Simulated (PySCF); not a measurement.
## Computed NMR parameters against published values

Bonds (- single, = double, # triple, : aromatic): C1-C2 1.511 Å, C2-S3 1.776 Å, S3=O4 1.425 Å, S3=O5 1.424 Å, S3-Cl6 2.056 Å. C1 carries H7, H8, H9; C2 carries H10, H11.

PySCF calculation with B97-2/pcSseg-2 with gauge-including orbitals and geometry from PBE0-D3(BJ)/def2-TZVP; non-relativistic Hamiltonian, averaged over atoms made equivalent by symmetry, fast rotation or ring inversion, a single conformation, in vacuum.

Reference values: measured (solution, not stated per compound (mostly CDCl3 or CCl4); Pretsch, Buehlmann, Badertscher, Structure Determination of Organic Compounds, 4th ed. (2009)).
| atoms | quantity | reference | computed | computed, scaled |
| --- | --- | --- | --- | --- |
| C2 | δ $^{13}$C | 60.2 | 62.0 | 57.8 |
| C1 | δ $^{13}$C | 9.1 | 11.4 | 9.0 |

Computed shifts are σ(ref) − σ with the named reference compound (TMS for H and C) calculated as an isolated molecule at the same level. The measured values may be among those fitted. Empirical linear scaling, fitted to shifts measured mostly in CDCl3 for H and C (δ vs TMS): $^{13}$C: δ = 176.83 − 0.965σ (rms 2.0 ppm, 507 shifts, 2.1 ppm with the 1 outlier that the fit left out). Occasional misses reach two or three times the rms, and more in compound classes unlike the fitted ones.

**Question.** How far are the unscaled $^{13}$C shifts from the references?

**Answer.** Mean signed difference +2.05 ppm, mean absolute 2.05 ppm over 2 comparisons; the largest is +2.3 ppm at C1 (methyl carbon).
